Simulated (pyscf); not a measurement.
Thermochemistry of product channels of `[F][GeH2]` [doublet] + `[GeH2]` [singlet] on the doublet surface, in eV, from ωB97M-D3(BJ)/def2-TZVP energies (ideal gas, 1 atm, RRHO with modes under 100 cm⁻¹ raised to 100, one conformer, R ln 2 for chiral ones without a mode under 150 cm⁻¹). Optimised with ωB97X-D3(BJ)/def2-SVP in PySCF.

```
products                                      ΔE  ΔH(298 K)  ΔG(600 K)  ΔG(1200 K)
-----------------------------------------  -----  ---------  ---------  ----------
`[F][GeH]` [singlet] + `[GeH3]` [doublet]  -0.59      -0.58      -0.56       -0.55
`[F][GeH2][GeH2]` [doublet]                -1.99      -1.87      -0.98           ?
`[F][GeH][GeH3]` [doublet]                 -2.03      -1.91      -1.02       -0.20
`[GeH2]=[GeH2]` + `[F]` [doublet]              ?      +2.59      +2.82       +2.99
`[F][GeH]=[GeH]` [doublet] + `[H][H]`      -0.93      -0.93      -0.79       -0.73
```

Task: What belongs in the gaps?

Result: 
- `[F][GeH2][GeH2]` [doublet], ΔG(1200 K): -0.15
- `[GeH2]=[GeH2]` + `[F]` [doublet], ΔE: +2.53

These are energies of the channels, which say nothing of barriers. H₂Ge=GeH₂ may be a fragile minimum: a first optimisation, from another start, lost the drawn bonds. Left out: orbital degeneracy and the spin-orbit lowering of F. Elements up to Kr have no core potential and no relativistic terms here.
